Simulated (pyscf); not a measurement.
Structures and frequencies: ωB97X-D3(BJ)/def2-SVP in PySCF.

Question: Estimate the classical barrier height and the reaction energy of H₃C–CH₂–GaH–Cl → Cl–GaH₂ + H₂C=CH₂ at ωB97M-D3(BJ)/def2-TZVP. The step runs on the singlet surface, breaks C–Ga, C–H and forms Ga–H; take the reactant's lowest minimum found as zero.

Answer: ΔE‡ = 42.9 kcal/mol, ΔE = +31.9 kcal/mol. Zero-point energy shifts the barrier by -2.6 kcal/mol. It is an elimination, with an imaginary mode of 867i cm⁻¹. On the product side the descent ends in a bound adduct, 12.9 kcal/mol under the separated species and 20.4 kcal/mol under the saddle at ωB97X-D3(BJ)/def2-TZVP. At the saddle there is also a short C–Ga contact that neither side keeps. H₃C–CH₂–GaH–Cl lies 11.8 kcal/mol over its isomer H₃C–Ga(CH₃)–Cl, and others may lie lower still (electronic energy, ωB97M-D3(BJ)). This is the saddle that the search found; another between the same sides may lie lower. Elements up to Kr have no core potential and no relativistic terms here.
